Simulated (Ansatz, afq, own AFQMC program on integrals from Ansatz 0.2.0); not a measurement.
## Se₂⁺, quartet: AFQMC among the cluster methods

```xyz
2

Se    0.0000    0.0000    0.0000
Se    0.0000    0.0000    1.8330
```

Basis cc-pVDZ. Only valence electrons are correlated. AFQMC by an in-house program on the Cholesky factors that Ansatz 0.2.0 writes for its CCSD(T) run. The CISD trial takes its coefficients from CCSD amplitudes. Released means that phaseless walkers are propagated on without the constraint, phases kept. Free projection: walkers drawn from exp(T), propagated without any constraint. Its projection time is finite, and what remains of the start isn't in its error. Uncertainties: one standard error, sampling alone. No spin–orbit coupling.

Determinant: UHF, the one that the program's search chose, which needn't be the lowest solution. The geometry is a point of a scan.

No full CI on the walks' own integrals is used here. The released AFQMC energy serves as the reference, which it does only where one determinant dominates, the energy is flat over the last release times and near the phaseless one (40 meV or 2 meV an electron, half that with transition metals). On small molecules, where full CI could be run and the noise was under 10 meV, such values lay within 10 meV of it in 19 cases of 20, a flattering rate, since the rule was set on those same cases; what remains of the bias isn't in the error bar.

Cautions: no relativity below Rb; no spin-orbit coupling; inner d shell frozen; lower spins were not checked; the released value is read at 2.40 1/Eh (meV from the phaseless value at times in 1/Eh: -4 ± 6 at 0.24, -8 ± 8 at 0.51, -17 ± 9 at 0.99, -21 ± 8 at 1.62, -18 ± 10 at 2.40).

The T1 diagnostic is 0.0110, the weight of the determinant in the CISD state is 0.905 and the ⟨S²⟩ of the determinant is 3.777. The size of the correlated space is 11 electrons in 26 orbitals.

Reference: AFQMC with the constraint released, correlation energy -5.086 ± 0.010 eV.

```
        level  E − E(reference) (meV)  share of correlation (%)
           HF            5086.2 ± 9.8                      0.00
          MP2             841.9 ± 9.8                     83.45
         CCSD             136.6 ± 9.8                     97.31
      CCSD(T)              20.0 ± 9.8                     99.61
ph-AFQMC/CISD             17.6 ± 11.7                     99.65
   free AFQMC             -1.8 ± 13.5                    100.04
```

Free projections are given only where their last times agree within the noise and don't stop above the reference; a slow remainder of the start can still hide under it. A walk keeps the symmetry of its determinant, which the program's search chose and which needn't be the lowest solution, so a lower state of the same spin and another symmetry isn't excluded. Released energies are given only where the last usable release times agree within the noise; a slower fall can still hide under it.
